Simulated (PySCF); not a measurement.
**Deuteron quadrupole couplings in `C=C[C@@H](Cl)CF`**

C4H6ClF.
Structure used (GFN2-xTB), in Å, numbered top down from 1:
```
atom  x, y, z in Å
C1     1.953   -0.397   -0.058
C2     0.822   -0.070    0.534
C3    -0.329    0.662   -0.084
Cl4   -0.021    1.153   -1.771
C5    -1.592   -0.204   -0.096
F6    -1.997   -0.448    1.191
H7     2.723   -0.934    0.468
H8     2.158   -0.136   -1.082
H9     0.628   -0.343    1.563
H10   -0.530    1.581    0.478
H11   -2.416    0.308   -0.602
H12   -1.397   -1.172   -0.566
```

Level: PBE0/pcSseg-1 (PySCF, non-relativistic); Q(2H) = 0.00286 b; rigid geometry, the same for H and D, with no vibrational averaging.

Question: Rank these positions by the coupling χzz of a deuteron there, largest first.
A. H7 (vinylic hydrogen)
B. H8 (vinylic hydrogen)
C. H11 (methylene hydrogen)
D. H9 (vinylic hydrogen)

Answer: A (228 kHz), B (223 kHz), D (216 kHz), C (193 kHz).

Give the electric field gradient Vzz (the principal value of largest size), its asymmetry and the 2H coupling at each hydrogen.

| atom | bonded to | bond length (Å) | Vzz (au) | η | χzz (kHz) |
| --- | --- | --- | --- | --- | --- |
| H7 | C1 | 1.076 | 0.3388 | 0.04 | 228 |
| H8 | C1 | 1.077 | 0.3316 | 0.05 | 223 |
| H9 | C2 | 1.082 | 0.3207 | 0.07 | 216 |
| H10 | C3 | 1.096 | 0.2868 | 0.05 | 193 |
| H11 | C5 | 1.094 | 0.2865 | 0.07 | 193 |
| H12 | C5 | 1.094 | 0.2855 | 0.07 | 192 |

How does χzz go with the bond length over the 6 C–H bonds?

A straight-line fit has a slope of -17.8 kHz for each 0.01 Å, with a correlation coefficient of -1.00, over lengths from 1.076 to 1.096 Å. The longer bonds have the smaller couplings here.

Give the 2H NMR doublet splittings at H12 for a magnetic field along the z, y and x axes of the gradient: 3χ/2, 3χ(1 + η)/4, 3χ(1 − η)/4.

With |χ| = 191.9 kHz and η = 0.066: 288, 153 and 134 kHz, to first order and without motion.

One conformer (not necessarily the lowest) at the GFN2-xTB geometry, without solvent, vibrations or thermal averaging. GFN2-xTB bond lengths can be off by several hundredths of an ångström, more for odd bonds, and the gradients follow them. The basis is small and wasn't made for field gradients, so the couplings can be 20 % off.
